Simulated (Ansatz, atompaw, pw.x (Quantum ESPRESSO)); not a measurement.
## pw.x on bcc Se: one setting changed

Potential: PAW, atompaw 4.2.0.5, PBEsol; core [Ar] 3d10, reference 4s2 4p4; waves: 4s (bound): rc 1.85 bohr; 4s channel at 0.85 Ry: rc 1.85 bohr; 4p (bound): rc 1.85 bohr; 4p channel at 1.9 Ry: rc 1.65 bohr; 4d channel at 0.05 Ry: rc 1.85 bohr; local part: bessel scheme, radius 1.35 bohr; core correction: smooth core density matched at 1.68 bohr; augmentation: sinc compensation charge, radius 1.55 bohr; PAW radius 1.85 bohr; waves and projectors: custom polynom2 7 10 vanderbiltortho.

The reference run (k-mesh 14³, cutoffs 40/400 Ry, Fermi–Dirac 0.01 Ry, mixing_beta 0.4, conv_thr 1e-9, no spin) gives 1.06 GPa at 19.087 Å³/atom, where all-electron LAPW gives 1.16 GPa. This run, with its own iteration cap, changes nbnd to 6.

```
&control
  calculation='scf', prefix='x', pseudo_dir='./', outdir='./tmp', tstress=.true., disk_io='none'
/
&system
  ibrav=0, nat=1, ntyp=1, ecutwfc=40, ecutrho=400, nbnd=6,
  occupations='smearing', smearing='fd', degauss=0.01
/
&electrons
  conv_thr=1e-09, mixing_beta=0.4, electron_maxstep=60
/
ATOMIC_SPECIES
Se 1.0 Se.UPF
CELL_PARAMETERS angstrom
  -1.68354952 1.68354952 1.68354952
  1.68354952 -1.68354952 1.68354952
  1.68354952 1.68354952 -1.68354952
ATOMIC_POSITIONS crystal
Se 0.0000 0.0000 0.0000
K_POINTS automatic
14 14 14 0 0 0
```

```bash
pw.x < Se.scf.in > Se.scf.out
```

How does the run end?

It converges in 10 iterations; the free energy moves by +0.0 meV/atom and the pressure by +0.00 GPa. The result is that of the reference run.

```
Message from routine setup:
     using ibrav=0 with symmetry is DISCOURAGED, use correct ibrav instead
     lattice parameter (alat)  =       5.5104  a.u.
     unit-cell volume          =     128.8055 (a.u.)^3
     number of electrons       =         6.00
     number of Kohn-Sham states=            6
     kinetic-energy cutoff     =      40.0000  Ry
     charge density cutoff     =     400.0000  Ry
     scf convergence threshold =      1.0E-09
     Exchange-correlation= SLA PW PSX PSC
     number of k points=   104  Fermi-Dirac smearing, width (Ry)=  0.0100
     negative rho (up, down):  2.250E-02 0.000E+00
     iteration #  1     ecut=    40.00 Ry     beta= 0.40
     negative rho (up, down):  2.215E-02 0.000E+00
     total energy              =    -185.93549362 Ry
     estimated scf accuracy    <       0.00123475 Ry
     iteration #  2     ecut=    40.00 Ry     beta= 0.40
     negative rho (up, down):  2.175E-02 0.000E+00
     total energy              =    -185.93542657 Ry
     estimated scf accuracy    <       0.00036374 Ry
     iteration #  3     ecut=    40.00 Ry     beta= 0.40
     negative rho (up, down):  2.172E-02 0.000E+00
     total energy              =    -185.93544566 Ry
     estimated scf accuracy    <       0.00000572 Ry
     [... 4 iterations left out ...]
     iteration #  8     ecut=    40.00 Ry     beta= 0.40
     negative rho (up, down):  2.152E-02 0.000E+00
     total energy              =    -185.93545057 Ry
     estimated scf accuracy    <          1.4E-09 Ry
     iteration #  9     ecut=    40.00 Ry     beta= 0.40
     negative rho (up, down):  2.155E-02 0.000E+00
     total energy              =    -185.93545058 Ry
     estimated scf accuracy    <          5.1E-09 Ry
     iteration # 10     ecut=    40.00 Ry     beta= 0.40
     negative rho (up, down):  2.155E-02 0.000E+00
     the Fermi energy is     9.2377 ev
!    total energy              =    -185.93545058 Ry
     estimated scf accuracy    <          1.0E-11 Ry
     smearing contrib. (-TS)   =      -0.00298422 Ry
     The total energy is F=E-TS. E is the sum of the following terms:
     one-electron contribution =       6.43247155 Ry
     hartree contribution      =       0.69325092 Ry
     xc contribution           =      -5.46566842 Ry
     ewald contribution        =     -20.59006219 Ry
     one-center paw contrib.   =    -167.00245822 Ry
     convergence has been achieved in  10 iterations
     negative rho (up, down):  2.155E-02 0.000E+00
          total   stress  (Ry/bohr**3)                   (kbar)     P=       10.63
     Message from routine punch:
     Nothing written, as per user request (disk_io='none')
```

The run took about 6.2 s on one core of a shared host (Intel(R) Xeon(R) 6975P-C, 192 threads, 378 GiB, load 38).
